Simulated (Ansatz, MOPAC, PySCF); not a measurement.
Gas-phase reaction in SMILES: C=O (CH2O) [formaldehyde] + 2 [H][H] (H2) → C (CH4) + O (H2O)

Property: energy of full hydrogenation (enthalpy at 298 K), in kcal/mol. Conventions: non-relativistic; 6-311+G** with 5d; valence correlation only; no dispersion term unless named; six Cartesian d functions in 6-31G* and its kin unless marked 5d; no spin-orbit coupling. CBS marks a two-point X^-3 extrapolation of the correlation energy; Hartree-Fock from the larger set. Ab initio and DFT rows: single points at B3LYP-D3(BJ) geometries (Ansatz, an electronic-structure program), with unscaled harmonic terms from B3LYP/6-31G* at its own minima. Semi-empirical rows: MOPAC heats of formation at their own minima for 298 K.

Measured values: Active Thermochemical Tables 1.112 (ions: stationary electron), as tabulated in the package chemicals; they hold spin-orbit and core effects, anharmonicity. 

Value to compare with, the measured value: -49.5 kcal/mol.

```json
[
 {"level": "PM6", "program": "MOPAC", "energy of full hydrogenation (enthalpy at 298 K) (kcal/mol)": "5.6", "error": "55.1"},
 {"level": "HF/6-31G*", "program": "Ansatz", "energy of full hydrogenation (enthalpy at 298 K) (kcal/mol)": "-43.9", "error": "5.6"},
 {"level": "PBE/3-21G", "program": "Ansatz", "energy of full hydrogenation (enthalpy at 298 K) (kcal/mol)": "-33.9", "error": "15.6"},
 {"level": "BLYP/6-31G*", "program": "Ansatz", "energy of full hydrogenation (enthalpy at 298 K) (kcal/mol)": "-30.5", "error": "19.0"},
 {"level": "B3LYP/6-31G*", "program": "Ansatz", "energy of full hydrogenation (enthalpy at 298 K) (kcal/mol)": "-37.3", "error": "12.2"},
 {"level": "M06-2X/6-311+G**", "program": "PySCF", "energy of full hydrogenation (enthalpy at 298 K) (kcal/mol)": "-48.5", "error": "1.0"},
 {"level": "wB97X-V/def2-TZVPD", "program": "Ansatz", "energy of full hydrogenation (enthalpy at 298 K) (kcal/mol)": "-48.7", "error": "0.8"},
 {"level": "B2PLYP-D3(BJ)/def2-TZVPD", "program": "Ansatz + dftd3", "energy of full hydrogenation (enthalpy at 298 K) (kcal/mol)": "-46.5", "error": "3.0"},
 {"level": "CCSD(T)/CBS(def2-TZVPPD,def2-QZVPPD)", "program": "Ansatz", "energy of full hydrogenation (enthalpy at 298 K) (kcal/mol)": "-50.1", "error": "-0.6"}
]
```

Among the 6 habitual levels, PM6 lies farthest from the measured value (55.1 kcal/mol) and M06-2X/6-311+G** nearest (1.0); 6 of 6 lie above it, and their mean absolute error is 18.1 kcal/mol, the median 13.9. One case shows no general order.

The levels are drawn from those run, B3LYP/6-31G* more often than the rest, none by its result; runs whose electronic state is in doubt are left out.
